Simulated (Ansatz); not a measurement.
Born–Oppenheimer molecular dynamics of ClH$_{3}$Si (5 atoms, charge 0, multiplicity 1). It starts from a relaxed structure.

All numbers below come from RKS PBE0/6-31G* (Ansatz).

```json
{
  "ensemble": "NVT, Nosé–Hoover chain",
  "time step": "0.5 fs",
  "steps asked": "150",
  "set temperature": "2000 K",
  "thermostat": "time constant 20 fs, chain length 5",
  "seed": "322420"
}
```

First frame:

```xyz
5
Properties=species:S:1:pos:R:3
Si 0.005 0.000 -0.002
H 0.027 0.000 1.482
Cl 1.952 0.000 -0.689
H -0.675 1.218 -0.506
H -0.675 -1.218 -0.506
```

(1) How far do the bonds stretch over the last three quarters of this one trajectory? (Pairs bonded in most of those frames.)

Answers

(1) 
| bond | mean (Å) | spread (Å) | shortest | longest |
| --- | --- | --- | --- | --- |
| Si1–H2 | 1.537 | 0.113 | 1.35 | 1.69 |
| Si1–Cl3 | 2.084 | 0.015 | 2.05 | 2.10 |
| Si1–H4 | 1.508 | 0.107 | 1.34 | 1.67 |
| Si1–H5 | 1.524 | 0.069 | 1.39 | 1.66 |

Mean temperature of the second half: 2074 K. The conserved energy stayed within 1.5 meV per atom of its start (net change 0.2 meV per atom), so the integration is sound. A run of 0.075 ps of so small a system gives no equilibrium averages.

Time of the run: 90 s on 1 thread of Intel(R) Xeon(R) 6975P-C (Granite Rapids) (shared host), peak memory 0.1 GiB.
